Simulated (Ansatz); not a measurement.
System: HfO2 (P2₁/c, No. 14). Method: PBEsol (Ansatz, a first-principles code, PAW).

Numerical settings: plane-wave cutoff 520 eV, 8×8×8 k mesh, scalar-relativistic PAW data made under PBE.

Computed at the level's own relaxed cell.

Hill averages of the elastic tensor: K = 196.8 GPa, G = 100.7 GPa. Volume 11.424 Å³/atom, mean atomic mass 70.163 u.

**Question.** Work out the density, the sound velocities of a polycrystal and the elastic Debye temperature at this level.

**Answer.** ρ = 1.66054 × 70.163/11.424 = 10.199 g/cm³. v_l = √[(K + 4G/3)/ρ] = 5.697 km/s and v_t = √(G/ρ) = 3.142 km/s. The mean follows from 3/v_m³ = 1/v_l³ + 2/v_t³: v_m = 3.501 km/s. Θ_D = (ħ/k_B) v_m (6π²/V)^(1/3) = 76.38 K Å s/km × 3.501 × 1.7307 Å⁻¹ = 463 K, counting all atoms of the cell.

Note: the relaxation could not lower the start's symmetry, so the cell can be a saddle point above a distorted one.
